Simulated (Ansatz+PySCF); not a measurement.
Values are calculated unless marked as measured or tabulated.
## Several solutions for singlet C₄H₅N

```csv
atom,x (Å),y (Å),z (Å)
N,1.1384,0.0254,0.0375
C,0.2944,1.0976,-0.0211
C,-1.0293,0.7102,0.0185
C,-0.9851,-0.7159,-0.0497
C,0.3332,-1.1152,0.0498
H,2.1125,-0.0169,0.0448
H,0.7533,2.1018,-0.0448
H,-1.8509,1.3213,-0.0236
H,-1.8309,-1.4105,-0.0005
H,0.7660,-2.0659,0.0016
```

Basis set: def2-SVP (spherical functions). Charge 0, multiplicity 1.

CASSCF(6,5) was run from several starts with Ansatz (development build ahead of 0.2.0) and PySCF 2.14.0. The starts are those of the Hartree–Fock orbitals from which the active space was taken at the frontier.

```tsv
run	program	start	converged	energy (hartree)	<S²>
A	PySCF	program defaults	yes	-208.68932	0.00
B	Ansatz	stability test followed	yes	-208.70021	0.00
C	Ansatz	atomic start, no search	yes	-208.70021	0.00
D	Ansatz	search for the lowest state	yes	-208.70021	0.00
```

(1) Which runs reached the lowest solution of this kind, and what is wrong with the others?

Answers

(1) B, C, D reached the lowest solution found. Converged but too high: A by 0.30 eV. Convergence only shows a stationary point; in CASSCF the end hangs on which orbitals enter the active space. Caution: other starts end on other solutions of this active space.
